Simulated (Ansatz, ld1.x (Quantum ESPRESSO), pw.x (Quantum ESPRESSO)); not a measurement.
# iron: does the RRKJ potential hold in the solid?

Fe, norm-conserving RRKJ (Kleinman–Bylander form), made with ld1.x (Quantum ESPRESSO) 7.5 (PBEsol, scalar-relativistic). Core [Ar], reference 3d6 4s2 4p0. Waves: 4s (bound): rc 2.55 bohr; 4p (bound, empty): rc 2.20 bohr; 3d (bound): rc 1.60 bohr; 4f channel at 0.15 Ry: rc 2.00 bohr. Local part: the f channel. Core correction: none. rho0 = 0.02.

Crystal test: sc Fe in pw.x 7.5, no spin, 15³ k-points, Fermi–Dirac smearing 0.01 Ry, cutoffs 120/480 Ry. The lattice is a test structure that the element need not adopt, and mesh and smearing are coarse. Spin polarisation and strong correlation are left out, which matters for this element.

pw.x input:

```
&control
  calculation='scf', prefix='x', pseudo_dir='./', outdir='./tmp', tstress=.true., disk_io='low'
/
&system
  ibrav=0, nat=1, ntyp=1, ecutwfc=120, ecutrho=480, nbnd=11,
  occupations='smearing', smearing='fd', degauss=0.01
/
&electrons
  conv_thr=1e-09, mixing_beta=0.4, electron_maxstep=70
/
ATOMIC_SPECIES
Fe 1.0 Fe.UPF
CELL_PARAMETERS angstrom
  2.23811012 0.00000000 0.00000000
  0.00000000 2.23811012 0.00000000
  0.00000000 0.00000000 2.23811012
ATOMIC_POSITIONS crystal
Fe 0.0000 0.0000 0.0000
K_POINTS automatic
15 15 15 0 0 0
```

```bash
pw.x < Fe.scf.in > Fe.scf.out
```

Question: How does the run end?

Answer: Failed: no self-consistency to 1e-9 Ry within 70 iterations. The largest radius (2.55 bohr) exceeds half the bond length (2.11 bohr), so the spheres overlap, which is one possible source of error among others. Note: ghost state, extra bound levels that the all-electron valence spectrum of the same l lacks: s at -7.0 eV. A true bound ghost makes a file unfit for plane-wave use. Atomic configuration tests: 7 of 7 tests not solved or not reliable. The log shows:

```
Message from routine setup:
     using ibrav=0 with symmetry is DISCOURAGED, use correct ibrav instead
     lattice parameter (alat)  =       4.2294  a.u.
     unit-cell volume          =      75.6556 (a.u.)^3
     number of electrons       =         8.00
     number of Kohn-Sham states=           11
     kinetic-energy cutoff     =     120.0000  Ry
     charge density cutoff     =     480.0000  Ry
     scf convergence threshold =      1.0E-09
     Exchange-correlation= PBESOL
     number of k points=   120  Fermi-Dirac smearing, width (Ry)=  0.0100
     iteration #  1     ecut=   120.00 Ry     beta= 0.40
     total energy              =     -40.76351784 Ry
     estimated scf accuracy    <       0.00815451 Ry
     iteration #  2     ecut=   120.00 Ry     beta= 0.40
     total energy              =     -40.76435321 Ry
     estimated scf accuracy    <       0.00374728 Ry
     iteration #  3     ecut=   120.00 Ry     beta= 0.40
     total energy              =     -40.76475074 Ry
     estimated scf accuracy    <       0.00090472 Ry
     iteration #  4     ecut=   120.00 Ry     beta= 0.40
     total energy              =     -40.76576148 Ry
     estimated scf accuracy    <       0.00453380 Ry
     [... 62 iterations left out ...]
     iteration # 67     ecut=   120.00 Ry     beta= 0.40
     total energy              =     -40.76538716 Ry
     estimated scf accuracy    <       0.00783081 Ry
     iteration # 68     ecut=   120.00 Ry     beta= 0.40
     total energy              =     -40.76707195 Ry
     estimated scf accuracy    <       0.00418091 Ry
     iteration # 69     ecut=   120.00 Ry     beta= 0.40
     total energy              =     -40.76975675 Ry
     estimated scf accuracy    <       0.07646651 Ry
     iteration # 70     ecut=   120.00 Ry     beta= 0.40
     total energy              =     -40.76477416 Ry
     estimated scf accuracy    <       0.04343471 Ry
     convergence NOT achieved after  70 iterations: stopping
```
